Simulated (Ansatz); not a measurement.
`C=C=C(C)Cl` → `C=C=CCl` + `[CH2]` (triplet) at 298.15 K and 1 bar (formal loss of a carbene).

Computed with Ansatz on PBE0-D4/def2-TZVP structures; ΔE is electronic, products minus reactants. CCSD(T)/CBS is the MP2 limit (def2-TZVPP, def2-QZVPP) plus CCSD(T) − MP2 in def2-TZVPP, frozen cores. This one scheme is used for every species. Triplets are unrestricted, without spin–orbit coupling.

| species | CCSD(T)/CBS energy (Eh) | H − E (kJ/mol) | S (J/(mol·K)) |
| --- | --- | --- | --- |
| `C=C=C(C)Cl` | -614.93332 | 215.8 | 320.0 |
| `C=C=CCl` | -575.66547 | 138.0 | 288.4 |
| `[CH2]` (triplet) | -39.09499 | 55.4 | 195.3 |

H − E and S are ideal-gas, rigid-rotor, harmonic terms from PBE0-D4/def2-TZVP, with the whole ground term of open shells counted as degenerate. 1 Eh = 2625.50 kJ/mol, R = 8.31446 J/(mol·K).

By hand: ΔE, ΔH, ΔS and ΔG.

ΔE = (-575.66547) + (-39.09499) − (-614.93332) = 0.17286 Eh = 453.8 kJ/mol. Δ(H − E) = 138.0 + 55.4 − 215.8 = -22.4, so ΔH = 431.4 kJ/mol. ΔS = 288.4 + 195.3 − 320.0 = 163.7 J/(mol·K). ΔG = 431.4 − 298.15 × (163.7)/1000 = 382.6 kJ/mol.

By hand: the equilibrium constant, and the temperature at which ΔG would vanish if ΔH and ΔS stayed fixed.

log₁₀ K = −ΔG/(RT ln 10) = -67.0. ΔG = 0 at ΔH/ΔS = 2635 K, far beyond where these terms or the molecules hold.

The number of gas molecules changes by +1, which sets the sign of ΔS. A doubt of 5 kJ/mol in ΔE shifts log₁₀ K by 0.9 here. A triplet takes part, so the spin changes. These are equilibria of isolated gas molecules and say nothing of rates. Largest T1 diagnostic: 0.012 (customary marks: 0.02 for closed shells, 0.045 for open ones).
